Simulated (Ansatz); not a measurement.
Gas-phase electronic energies from Ansatz, PBE0-D4/def2-TZVP geometries. CCSD(T)/CBS adds triple-zeta CCSD(T) − MP2 to the extrapolated MP2 energy (def2 sets, frozen cores). This one scheme is used for every species. Functionals use def2-TZVPP. B3LYP here is the variant with VWN-RPA as its local correlation; programs differ in this. Each species was taken in one conformer, which may not be the lowest.

`CBO` + HCl → `OBCl` + CH₄  (ligand exchange at a B–C bond)

```csv
level,ΔE (kJ/mol),difference from CCSD(T)/CBS
LDA (SPW92),-92.5,1.7
PBE-D4,-96.3,-2.1
revPBE-D4,-96.8,-2.6
BLYP-D4,-97.8,-3.6
r2SCAN-D4,-99.7,-5.5
B97M-V,-98.1,-3.9
PBE0-D4,-95.5,-1.3
B3LYP-D4,-96.9,-2.7
r2SCANh-D4,-99.1,-4.9
r2SCAN0-D4,-98.4,-4.2
BHLYP-D4,-97.2,-3.0
CAM-B3LYP-D4,-94.6,-0.4
ωB97X-V,-94.9,-0.7
ωB97M-V,-95.1,-0.9
B2PLYP,-97.9,-3.7
PBE-QIDH,-97.0,-2.8
PBE,-96.5,-2.3
revPBE,-97.4,-3.2
BLYP,-97.9,-3.7
PBE0,-95.6,-1.4
B3LYP,-97.0,-2.8
r2SCANh,-99.3,-5.1
r2SCAN0,-98.5,-4.3
CAM-B3LYP,-94.6,-0.4
LC-ωPBE,-92.3,1.9
RPA@PBE/def2-TZVPP,-91.6,2.6
HF/def2-SVP,-104.2,-10.0
MP2/def2-SVP,-105.9,-11.7
CCSD/def2-SVP,-101.3,-7.1
CCSD(T)/def2-SVP,-102.4,-8.2
HF/def2-TZVPP,-98.8,-4.6
MP2/def2-TZVPP,-98.7,-4.5
SCS-MP2/def2-TZVPP,-97.3,-3.1
CCSD(T)/def2-TZVPP,-94.2,0.0
HF/def2-QZVPP,-98.2,-4.0
MP2/def2-QZVPP,-98.5,-4.3
SCS-MP2/def2-QZVPP,-97.2,-3.0
HF/CBS(def2),-98.1,-3.9
MP2/CBS(def2),-98.7,-4.5
CCSD/CBS(def2),-92.8,1.4
CCSD(T)/CBS,-94.2,0
```

(1) What do rigid-rotor, harmonic-oscillator terms from PBE0-D4/def2-TZVP frequencies (298.15 K, 1 bar) make of the CCSD(T)/CBS value? (Best estimate.)

Largest T1 diagnostic among the species: 0.012.

Results:

(1) Ansatz gave: ΔZPE = +7.4 kJ/mol, ΔH = -87.8 kJ/mol, ΔS = -8 J/(mol·K), ΔG = -85.3 kJ/mol.

At CCSD(T), def2-SVP lies −8.2 kJ/mol from the extrapolated value and def2-TZVPP +0.0 kJ/mol. Leaving LDA and LC-ωPBE aside and taking each functional with its dispersion term where it has one, the values spread over 5.1 kJ/mol, from r2SCAN-D4 to CAM-B3LYP-D4. LDA lies +4.0 kJ/mol from PBE without D4.
